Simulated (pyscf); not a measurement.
## Four-centre exchange: O=B–OH + hydrogen chloride (HCl) → water (H₂O) + O=B–Cl

Gas phase, singlet surface, charge 0. Bonds broken: O1–B2, Cl5–H6. Bonds formed: O1–H6, B2–Cl5. Optimised with ωB97X-D3(BJ)/def2-SVP in PySCF. MP2 and CC: frozen core, UHF for open shells. ΔMP2 is the change of the MP2 total energy from the triple- to the quadruple-zeta basis.

Transition state (Å):

```xyz
6

O     -1.6548     0.5152     0.0603
B     -0.8446    -0.6292     0.4361
O     -0.8514    -1.6376     1.1222
H     -2.6166     0.3963     0.0401
Cl     0.5802     0.0806    -0.9331
H     -0.7999     0.7521    -0.7989
```

One imaginary mode, 1211i cm⁻¹; descent along it reached the two sides named, in the forms told below.

| bond | change | reactant side (Å) | saddle | product side |
|---|---|---|---|---|
| O1–B2 | breaks | 1.334 | 1.452 | 1.714 |
| Cl5–H6 | breaks | 1.285 | 1.541 | 2.8 |
| O1–H6 | forms | 2.187 | 1.235 | 0.970 |
| B2–Cl5 | forms | 3.4 | 2.100 | 1.769 |

Electronic energies relative to the separated reactants (eV):

```json
[
 {"level": "ωB97X-D3(BJ)/def2-TZVP", "barrier": "1.11", "reaction energy": "+0.28", "reverse barrier": "0.82"},
 {"level": "PBE/def2-TZVP", "barrier": "0.83", "reaction energy": "+0.27", "reverse barrier": "0.55"},
 {"level": "r²SCAN/def2-TZVP", "barrier": "0.91", "reaction energy": "+0.31", "reverse barrier": "0.59"},
 {"level": "B3LYP-D3(BJ)/def2-TZVP", "barrier": "1.11", "reaction energy": "+0.34", "reverse barrier": "0.77"},
 {"level": "PBE0-D3(BJ)/def2-TZVP", "barrier": "0.93", "reaction energy": "+0.30", "reverse barrier": "0.63"},
 {"level": "M06-2X/def2-TZVP", "barrier": "1.08", "reaction energy": "+0.39", "reverse barrier": "0.69"},
 {"level": "ωB97M-D3(BJ)/def2-TZVP", "barrier": "1.12", "reaction energy": "+0.33", "reverse barrier": "0.79"},
 {"level": "HF/def2-TZVP", "barrier": "1.90", "reaction energy": "+0.47", "reverse barrier": "1.43"},
 {"level": "MP2/def2-QZVPP", "barrier": "1.11", "reaction energy": "+0.21", "reverse barrier": "0.90"},
 {"level": "CCSD/def2-TZVPP", "barrier": "1.34", "reaction energy": "+0.29", "reverse barrier": "1.05"},
 {"level": "CCSD(T)/def2-TZVPP", "barrier": "1.21", "reaction energy": "+0.26", "reverse barrier": "0.95"},
 {"level": "CCSD(T)/def2-TZVPP + ΔMP2(QZVPP)", "barrier": "1.20", "reaction energy": "+0.25", "reverse barrier": "0.95"}
]
```

With CCSD(T)/def2-TZVPP + ΔMP2(QZVPP) energies and thermal terms (ideal gas, 1 atm, RRHO with modes under 100 cm⁻¹ raised to 100, one conformer, R ln 2 for chiral ones without a mode under 150 cm⁻¹), in eV:

| T (K) | ΔH‡ | ΔG‡ | ΔH | ΔG |
|---|---|---|---|---|
| 298 | 1.17 | 1.58 | +0.32 | +0.33 |
| 600 | 1.17 | 2.01 | +0.32 | +0.34 |
| 900 | 1.18 | 2.42 | +0.31 | +0.35 |
| 1200 | 1.20 | 2.84 | +0.31 | +0.37 |

On the product side the descent ends in an adduct with a B–O contact, 0.21 eV under the separated species and 1.03 eV under the saddle at ωB97X-D3(BJ)/def2-TZVP. What is counted as broken (B–O) persists as a longer contact in the product adduct; parting that adduct is a step of its own. The same reactants have a lower exit, to HO–B(OH)–Cl (barrier +0.30 eV at ωB97M-D3(BJ), against +1.12 eV here). One saddle was located; it need not be the lowest between these sides. The CCSD(T) − MP2 part came from Ansatz, without density fitting, on the same reference.
